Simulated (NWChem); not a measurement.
# [NH2]− (SMILES [NH2-]) at wB97X/cc-pVDZ, part 1 of 2

Aim: the vertical ionisation energy of [NH2]− at wB97X/cc-pVDZ, from 2 runs. 

The results are computed with NWChem 7.3.0.

5 further runs of the same task are left out: 5 set aside as unsound or not needed.

**1. The system as given**

[NH2]− has 3 atoms, charge -1, and is taken as a singlet. SMILES: `[NH2-]`. Geometry: relaxed at PBE0-D4/def2-TZVPD.

Bond lengths: N1–H2 1.027 Å, N1–H3 1.027 Å. Angles: H2–N1–H3 101.8°.

**2. A single-point energy at wB97X/cc-pVDZ**

File h2n.nw:

```
start h2n
memory total 2200 mb
charge -1
geometry noautosym nocenter noautoz
N      0.342200    -0.203000     0.168700
H      0.125500     0.801200     0.156000
H     -0.467700    -0.598200    -0.324700
end
basis "ao basis" spherical bse
* library cc-pVDZ
end
dft
xc wb97x
grid huge
convergence energy 1e-08
iterations 100
mulliken
noprint "final vectors analysis"
end
task dft energy
```

Started as:

```console
$ nwchem h2n.nw > h2n.out
```

Output:

```text
Northwest Computational Chemistry Package (NWChem) 7.3.0
             --------------------------------------------------------

           Job information
           ---------------

    nwchem branch   = 7.3.0
    use scalapack   = T
    input           = h2n.nw
    prefix          = h2n.
    data base       = ./h2n.db
    status          = startup
    nproc           =        1

           Memory information
           ------------------

    heap     =     72089596 doubles =      550.0 Mbytes
    stack    =     72089601 doubles =      550.0 Mbytes
    global   =    144179200 doubles =     1100.0 Mbytes (distinct from heap & stack)
    total    =    288358397 doubles =     2200.0 Mbytes
    verify   = yes
    hardfail = no

           Directory information
           ---------------------

  0 permanent = .
  0 scratch   = .

                                NWChem Input Module
                                -------------------

 Scaling coordinates for geometry "geometry" by  1.889725989
 (inverse scale =  0.529177249)

                             Geometry "geometry" -> ""
                             -------------------------

 Output coordinates in angstroms (scale by  1.889725989 to convert to a.u.)

  No.       Tag          Charge          X              Y              Z
 ---- ---------------- ---------- -------------- -------------- --------------
    1 N                    7.0000     0.34220000    -0.20300000     0.16870000
    2 H                    1.0000     0.12550000     0.80120000     0.15600000
    3 H                    1.0000    -0.46770000    -0.59820000    -0.32470000

      Atomic Mass
      -----------

      N                 14.003070
      H                  1.007825

 Effective nuclear repulsion energy (a.u.)       7.5428529623

            Nuclear Dipole moment (a.u.)
            ----------------------------
        X                 Y               Z
 ---------------- ---------------- ----------------
     3.8799853998    -2.3016862541     1.9127806456

            XYZ format geometry
            -------------------
     3
 geometry
 N                     0.34220000    -0.20300000     0.16870000
 H                     0.12550000     0.80120000     0.15600000
 H                    -0.46770000    -0.59820000    -0.32470000

 ==============================================================================
                                internuclear distances
 ------------------------------------------------------------------------------
       center one      |      center two      | atomic units |  angstroms
 ------------------------------------------------------------------------------
    2 H                |   1 N                |     1.94149  |     1.02739
    3 H                |   1 N                |     1.94152  |     1.02741
 ------------------------------------------------------------------------------
                         number of included internuclear distances:          2
 ==============================================================================

 ==============================================================================
                                 internuclear angles
 ------------------------------------------------------------------------------
        center 1       |       center 2       |       center 3       |  degrees
 ------------------------------------------------------------------------------
    2 H                |   1 N                |   3 H                |   101.76
 ------------------------------------------------------------------------------
                            number of included internuclear angles:          1
 ==============================================================================

 Summary of "ao basis" -> "" (spherical)
 ------------------------------------------------------------------------------
       Tag                 Description            Shells   Functions and Types
 ---------------- ------------------------------  ------  ---------------------
 *                          cc-pVDZ                   on all atoms

                                 NWChem DFT Module
                                 -----------------

                      Basis "ao basis" -> "ao basis" (spherical)
                      -----
  [basis functions not shown]

 Summary of "ao basis" -> "ao basis" (spherical)
 ------------------------------------------------------------------------------
       Tag                 Description            Shells   Functions and Types
 ---------------- ------------------------------  ------  ---------------------
 N                          cc-pVDZ                  6       14   3s2p1d
 H                          cc-pVDZ                  3        5   2s1p

 Summary of "ao basis" -> "ao basis" (spherical)
 ------------------------------------------------------------------------------
       Tag                 Description            Shells   Functions and Types
 ---------------- ------------------------------  ------  ---------------------
 N                          cc-pVDZ                  6       14   3s2p1d
 H                          cc-pVDZ                  3        5   2s1p

  int_init: cando_txs set to always be  F
  Caching 1-el integrals
  itol2e modified to match energy
  convergence criterion.
  tol_rho modified to match energy
  convergence criterion.

            General Information
            -------------------
          SCF calculation type: DFT
          Wavefunction type:  closed shell.
          No. of atoms     :     3
          No. of electrons :    10
           Alpha electrons :     5
            Beta electrons :     5
          Charge           :    -1
          Spin multiplicity:     1
          Use of symmetry is: off; symmetry adaption is: off
          Maximum number of iterations: 100
          This is a Direct SCF calculation.
          AO basis - number of functions:    24
                     number of shells:    12
          Convergence on energy requested:  1.00D-08
          Convergence on density requested:  1.00D-05
          Convergence on gradient requested:  5.00D-04

              XC Information
              --------------
                       wb97x  Method XC Functional
                     Hartree-Fock (Exact) Exchange  1.000
                         wb97x Exchange Functional  1.000
                      wb97x Correlation Functional  1.000

           Range-Separation Parameters
           ---------------------------
           Alpha           :  0.16
           Beta            :  0.84
           Gamma           :  0.30
           Short-Range HF  :     F

             Grid Information
             ----------------
          Grid used for XC integration:  huge
          Radial quadrature: Mura-Knowles
          Angular quadrature: Lebedev.
          Tag              B.-S. Rad. Rad. Pts. Rad. Cut. Ang. Pts.
          ---              ---------- --------- --------- ---------
          N                   0.65      300           6.0      1454
          H                   0.35      300           8.0      1202
          Grid pruning is: on
          Number of quadrature shells:   900
          Spatial weights used:  Erf1

          Convergence Information
          -----------------------
          Convergence aids based upon iterative change in
          total energy or number of iterations.
          Levelshifting, if invoked, occurs when the
          HOMO/LUMO gap drops below (HL_TOL):  1.00D-02
          DIIS, if invoked, will attempt to extrapolate
          using up to (NFOCK): 10 stored Fock matrices.

                    Damping( 0%)  Levelshifting(0.5)       DIIS
                  --------------- ------------------- ---------------
          dE  on:    start            ASAP                start
          dE off:    2 iters        100 iters           100 iters

      Screening Tolerance Information
      -------------------------------
          Density screening/tol_rho:  1.00D-11
          AO Gaussian exp screening on grid/accAOfunc:  18
          CD Gaussian exp screening on grid/accCDfunc:  20
          XC Gaussian exp screening on grid/accXCfunc:  20
          Schwarz screening/accCoul:  1.00D-09

      Superposition of Atomic Density Guess
      -------------------------------------

 Sum of atomic energies:         -55.29858115

 Renormalizing density from       9.00 to     10

      Non-variational initial energy
      ------------------------------

 Total energy =     -59.087529
 1-e energy   =     -99.230268
 2-e energy   =      32.599886
 HOMO         =       0.274710
 LUMO         =       0.467336

   Time after variat. SCF:      0.0

     ---------------------------------------------
      Total Density - Mulliken Population Analysis
     ---------------------------------------------

    Atom       Charge   Shell Charges
 -----------   ------   -------------------------------------------------------
    1 N    7     7.75   2.01  0.65  0.96  1.71  2.42  0.01
    2 H    1     1.12   0.68  0.39  0.05
    3 H    1     1.12   0.68  0.39  0.05
   Time prior to 1st pass:      0.0

 Grid_pts file          = ./h2n.gridpts.0
 Record size in doubles =  12289        No. of grid_pts per rec  =   3070
 Max. records in memory =    470        Max. recs in file   = *********

 Grid integrated density:       9.999999764792
 Requested integration accuracy:   0.10E-09

           Memory utilization after 1st SCF pass:
           Heap Space remaining (MW):       32.76            32758724
          Stack Space remaining (MW):       72.09            72089332

   convergence    iter        energy       DeltaE   RMS-Dens  Diis-err    time
 ---------------- ----- ----------------- --------- --------- ---------  ------
 d= 0,ls=0.0,diis     1    -55.7186367805 -6.33D+01  3.98D-02  8.62D-01     2.1
 Grid integrated density:       9.999999839503
 Requested integration accuracy:   0.10E-09
 d= 0,ls=0.0,diis     2    -55.7536248544 -3.50D-02  1.78D-02  6.59D-01     4.1
 Grid integrated density:      10.000000007773
 Requested integration accuracy:   0.10E-09
 d= 0,ls=0.0,diis     3    -55.8221937957 -6.86D-02  1.50D-03  1.72D-03     6.1
 Grid integrated density:      10.000000007771
 Requested integration accuracy:   0.10E-09
 d= 0,ls=0.0,diis     4    -55.8224499046 -2.56D-04  6.76D-04  6.68D-05     8.0
 Grid integrated density:      10.000000007731
 Requested integration accuracy:   0.10E-09
 d= 0,ls=0.0,diis     5    -55.8224726814 -2.28D-05  3.51D-04  4.15D-06     9.9
 Grid integrated density:      10.000000007718
 Requested integration accuracy:   0.10E-09
  Resetting Diis
 d= 0,ls=0.0,diis     6    -55.8224758784 -3.20D-06  1.69D-04  5.55D-07    12.0
 Grid integrated density:      10.000000007712
 Requested integration accuracy:   0.10E-09
 d= 0,ls=0.0,diis     7    -55.8224763096 -4.31D-07  1.55D-05  1.53D-08    14.1
 Grid integrated density:      10.000000007712
 Requested integration accuracy:   0.10E-09
 d= 0,ls=0.0,diis     8    -55.8224763173 -7.68D-09  9.76D-06  2.79D-09    16.1

         Total DFT energy =      -55.822476317314
      One electron energy =      -93.919398197039
           Coulomb energy =       38.456922103604
    Exchange-Corr. energy =       -7.902853186223
 Nuclear repulsion energy =        7.542852962344

 Numeric. integr. density =       10.000000007712

     Total iterative time =     16.1s

     ---------------------------------------------
      Total Density - Mulliken Population Analysis
     ---------------------------------------------

    Atom       Charge   Shell Charges
 -----------   ------   -------------------------------------------------------
    1 N    7     7.77   2.01  0.73  0.84  2.26  1.91  0.02
    2 H    1     1.11   0.75  0.31  0.06
    3 H    1     1.11   0.75  0.31  0.06

     -------------------------------------------
      Total Density - Lowdin Population Analysis
     -------------------------------------------

    Atom       Charge   Shell Charges
 -----------   ------   -------------------------------------------------------
    1 N    7     7.78   1.90  0.73  0.71  2.17  2.23  0.04
    2 H    1     1.11   0.62  0.33  0.16
    3 H    1     1.11   0.62  0.33  0.16

 center of mass
 --------------
 x =   0.52460872 y =  -0.31120856 z =   0.25862505

 moments of inertia (a.u.)
 ------------------
           4.926165069870          -0.510328674685          -1.330438969617
          -0.510328674685           3.109829628917          -0.725667311517
          -1.330438969617          -0.725667311517           6.398519083639

     Multipole analysis of the density
     ---------------------------------

     L   x y z        total         alpha         beta         nuclear
     -   - - -        -----         -----         ----         -------
     0   0 0 0     -1.000000     -5.000000     -5.000000      9.000000

     1   1 0 0     -0.878149     -2.379067     -2.379067      3.879985
     1   0 1 0      0.520953      1.411320      1.411320     -2.301686
     1   0 0 1     -0.432914     -1.172847     -1.172847      1.912781

     2   2 0 0     -7.756827     -5.760720     -5.760720      3.764614
     2   1 1 0      0.560762      0.469536      0.469536     -0.378309
     2   1 0 1     -0.005435     -1.030370     -1.030370      2.055305
     2   0 2 0     -6.813726     -5.707035     -5.707035      4.600344
     2   0 1 1      0.400901      0.058500      0.058500      0.283900
     2   0 0 2     -7.598723     -4.386773     -4.386773      1.174823

 Task  times  cpu:       16.1s     wall:       16.1s
 Total times  cpu:       16.1s     wall:       16.1s
```

Wall time 17 s (1 thread of Intel Xeon Platinum 8488C (Sapphire Rapids), shared host); peak memory 0.14 GiB.

(Continued in part 2 of 2.)
